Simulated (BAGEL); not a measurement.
# HF/6-31G(d) (spherical functions) run of BNH6 (SMILES [BH3-][NH3+])

What is the energy change on altering one bond length of BNH6 at HF/6-31G* (spherical functions)? 

The results are computed with BAGEL 1.2.2.

7 further runs of the same task are left out: 3 that didn't finish, 4 set aside as unsound or not needed.

**1. The molecule**

The species is BNH6 (8 atoms), meant as a singlet with charge 0. SMILES: `[BH3-][NH3+]`. The coordinates come from a PBE0-D4/def2-TZVP relaxation.

Bond lengths: B1–N2 1.639 Å, B1–H3 1.212 Å, B1–H4 1.212 Å, B1–H5 1.212 Å, N2–H6 1.015 Å, N2–H7 1.015 Å, N2–H8 1.015 Å. Some angles: B1–N2–H6 110.9°, B1–N2–H7 110.9°, B1–N2–H8 110.9°, N2–B1–H3 105.3°, N2–B1–H4 105.3°, N2–B1–H5 105.3°, H6–N2–H7 108.0°, H6–N2–H8 108.0°, H7–N2–H8 108.0°, H3–B1–H4 113.3°.

**2. The energy at HF/6-31G(d) (spherical functions)**

File input.json:

```json
{ "bagel" : [

{
  "title" : "molecule",
  "basis" : "6-31gs.json",
  "df_basis" : "svp-jkfit",
  "geometry" : [
    { "atom" : "B", "xyz" : [    -0.36150461,     0.47394331,    -1.46529364 ] },
    { "atom" : "N", "xyz" : [     0.39022844,    -0.48206913,     1.38271261 ] },
    { "atom" : "H", "xyz" : [    -0.14777658,    -1.37647651,    -2.79868439 ] },
    { "atom" : "H", "xyz" : [    -2.51824903,     1.22775506,    -1.29861979 ] },
    { "atom" : "H", "xyz" : [     1.14215047,     2.12896545,    -1.96229161 ] },
    { "atom" : "H", "xyz" : [     0.26607344,     0.95809115,     2.64315993 ] },
    { "atom" : "H", "xyz" : [     2.18565724,    -1.15518958,     1.42731014 ] },
    { "atom" : "H", "xyz" : [    -0.78234662,    -1.88311208,     1.96626003 ] }
  ]
},

{
  "title" : "hf",
  "df" : false
},

{
  "title" : "print",
  "file" : "orbitals.molden",
  "orbitals" : true
}

]}
```

The basis set 6-31G* is read from a file made from the Basis Set Exchange's data (not shown).

Started as:

```console
$ BAGEL_NUM_THREADS=1 BAGEL input.json > input.out
```

The program printed:

```text
* using 1 threads per process

  ===============================================================
  ===============================================================

  *** Geometry ***

  { "atom" : "B", "xyz" : [     -0.361505,      0.473943,     -1.465294 ] },
  { "atom" : "N", "xyz" : [      0.390228,     -0.482069,      1.382713 ] },
  { "atom" : "H", "xyz" : [     -0.147777,     -1.376477,     -2.798684 ] },
  { "atom" : "H", "xyz" : [     -2.518249,      1.227755,     -1.298620 ] },
  { "atom" : "H", "xyz" : [      1.142150,      2.128965,     -1.962292 ] },
  { "atom" : "H", "xyz" : [      0.266073,      0.958091,      2.643160 ] },
  { "atom" : "H", "xyz" : [      2.185657,     -1.155190,      1.427310 ] },
  { "atom" : "H", "xyz" : [     -0.782347,     -1.883112,      1.966260 ] },

  Number of auxiliary basis functions:      260

  Since a DF basis is specified, we compute 2- and 3-index integrals:
    o Being stored without compression. Storage requirement is 0.003 GB

  Number of basis functions:       40
  Number of electrons      :       18

    * METHOD: MOLECULE                             0.05

  *** RHF ***

  === Nuclear Repulsion ===
    40.7545627806

      * DIIS with orbital gradients will be used.

  === RHF iteration (6-31gs.json) ===
      0        -77.84807980          0.03267685           0.06
      1        -82.29621266          0.04285440           0.06
      2        -82.54690601          0.01801491           0.06
      3        -82.60848036          0.00219200           0.06
      4        -82.60933328          0.00109858           0.06
      5        -82.60954268          0.00015355           0.06
      6        -82.60954953          0.00002649           0.06
      7        -82.60954974          0.00000474           0.06
      8        -82.60954975          0.00000088           0.06
      9        -82.60954975          0.00000018           0.05
     10        -82.60954975          0.00000006           0.05
     11        -82.60954975          0.00000001           0.05
     12        -82.60954975          0.00000000           0.05
    * SCF iteration converged.

    * Permanent dipole moment:
           (   -0.547073,     0.695587,    -2.072248) a.u.

    * METHOD: HF                                   0.81

    * METHOD: PRINT                                0.00

  ===============================================================
```

It took 1 s on 1 thread of Arm Neoverse V1, shared host.

**3. The distorted shape**

File hf.json:

```json
{ "bagel" : [

{
  "title" : "molecule",
  "basis" : "6-31gs.json",
  "df_basis" : "svp-jkfit",
  "angstrom" : "false",
  "geometry" : [
    { "atom" : "B", "xyz" : [ -0.29943088, -0.24608769, -2.09547384 ] },
    { "atom" : "N", "xyz" : [  0.45230217, -1.20210014,  0.75253241 ] },
    { "atom" : "H", "xyz" : [ -0.08570286, -2.09650752, -3.42886459 ] },
    { "atom" : "H", "xyz" : [ -2.45617531,  0.50772406, -1.92879999 ] },
    { "atom" : "H", "xyz" : [  1.20422419,  1.40893445, -2.59247181 ] },
    { "atom" : "H", "xyz" : [  0.26607344,  0.95809115,  2.64315993 ] },
    { "atom" : "H", "xyz" : [  2.24773096, -1.87522059,  0.79712994 ] },
    { "atom" : "H", "xyz" : [ -0.72027289, -2.60314309,  1.33607983 ] }
  ]
},
{
  "title" : "hf",
  "df" : "false"
},
{
  "title" : "print",
  "file" : "orbitals.molden",
  "orbitals" : "true"
}

]}
```

The basis set 6-31G* is read from a file made from the Basis Set Exchange's data (not shown).

Started as:

```console
$ BAGEL_NUM_THREADS=1 BAGEL hf.json > hf.out
```

The program printed:

```text
* using 1 threads per process

  ===============================================================
  ===============================================================

  *** Geometry ***

  { "atom" : "B", "xyz" : [     -0.299431,     -0.246088,     -2.095474 ] },
  { "atom" : "N", "xyz" : [      0.452302,     -1.202100,      0.752532 ] },
  { "atom" : "H", "xyz" : [     -0.085703,     -2.096508,     -3.428865 ] },
  { "atom" : "H", "xyz" : [     -2.456175,      0.507724,     -1.928800 ] },
  { "atom" : "H", "xyz" : [      1.204224,      1.408934,     -2.592472 ] },
  { "atom" : "H", "xyz" : [      0.266073,      0.958091,      2.643160 ] },
  { "atom" : "H", "xyz" : [      2.247731,     -1.875221,      0.797130 ] },
  { "atom" : "H", "xyz" : [     -0.720273,     -2.603143,      1.336080 ] },

  Number of auxiliary basis functions:      260

  Since a DF basis is specified, we compute 2- and 3-index integrals:
    o Being stored without compression. Storage requirement is 0.003 GB

  Number of basis functions:       40
  Number of electrons      :       18

    * METHOD: MOLECULE                             0.05

  *** RHF ***

  === Nuclear Repulsion ===
    39.1638647601

      * DIIS with orbital gradients will be used.

  === RHF iteration (6-31gs.json) ===
      0        -77.96759736          0.03240695           0.06
      1        -82.24249502          0.03973340           0.06
      2        -82.46310694          0.01553557           0.06
      3        -82.51069239          0.00245037           0.06
      4        -82.51163466          0.00141173           0.06
      5        -82.51202430          0.00025983           0.06
      6        -82.51204732          0.00006210           0.06
      7        -82.51204894          0.00002051           0.06
      8        -82.51204911          0.00000617           0.06
      9        -82.51204912          0.00000173           0.05
     10        -82.51204912          0.00000033           0.05
     11        -82.51204912          0.00000011           0.05
     12        -82.51204912          0.00000004           0.05
     13        -82.51204912          0.00000001           0.05
     14        -82.51204912          0.00000000           0.05
    * SCF iteration converged.

    * Permanent dipole moment:
           (   -0.531890,     0.601522,    -2.115475) a.u.

    * METHOD: HF                                   0.91

    * METHOD: PRINT                                0.00

  ===============================================================
```

Wall time 1.1 s (1 thread of Arm Neoverse V1, shared host).

**4. What came out**

At HF/6-31G* (spherical functions):

| quantity | value |
| --- | --- |
| first shape: total energy | -82.60955 Eh |
| first shape: dipole moment | 5.73 D |
| first shape: HOMO energy | -11.05 eV |
| first shape: LUMO energy | 4.63 eV |
| first shape: HOMO–LUMO gap | 15.68 eV |
| distorted shape: total energy | -82.51205 Eh |
| distorted shape: dipole moment | 5.75 D |
| distorted shape: HOMO energy | -10.86 eV |
| distorted shape: LUMO energy | 1.73 eV |
| distorted shape: HOMO–LUMO gap | 12.59 eV |
| energy change with the N2–H6 bond stretched from 1.015 to 1.522 Å | 2.653 eV |

In words: With the N2–H6 bond stretched from 1.015 to 1.522 Å the energy rises by 2.65 eV (61 kcal/mol). The first shape isn't relaxed at this level, so the change isn't measured from a minimum.
